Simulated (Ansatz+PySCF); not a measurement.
Two shapes of doublet CH3O.

Shape 1:

```xyz
5

C     0.0389   -0.0401   -0.6771
O     0.0220   -0.0478    0.6755
H    -0.0375    0.8573    0.9973
H     0.0420   -1.0353   -1.1251
H    -0.4135    0.8010   -1.2138
```

Shape 2:

```xyz
5

C     0.0811   -0.0141   -0.6705
O     0.0237   -0.0937    0.6556
H    -0.0319    0.8123    1.0183
H     0.0846   -1.0133   -1.1106
H    -0.4309    0.8418   -1.2370
```

Basis set: def2-SVP (spherical functions). Correlated methods keep 2 orbitals frozen. Correlation on ROHF uses semicanonical orbitals with singles. Charge 0, multiplicity 2.

Computed with Ansatz (development build ahead of 0.2.0); each method stands on the lowest determinant of its kind that the runs found.

**Question.** Which shape is lower in energy, and by how much in each method?

**Answer.**

| method | E(2) − E(1) (eV) |
| --- | --- |
| ROHF | 0.105 |
| UHF | 0.110 |
| ROHF-MP2 | 0.081 |
| ROHF-CCSD(T) | 0.079 |
| PBE (unrestricted) | 0.059 |

Shape 1 is lower.
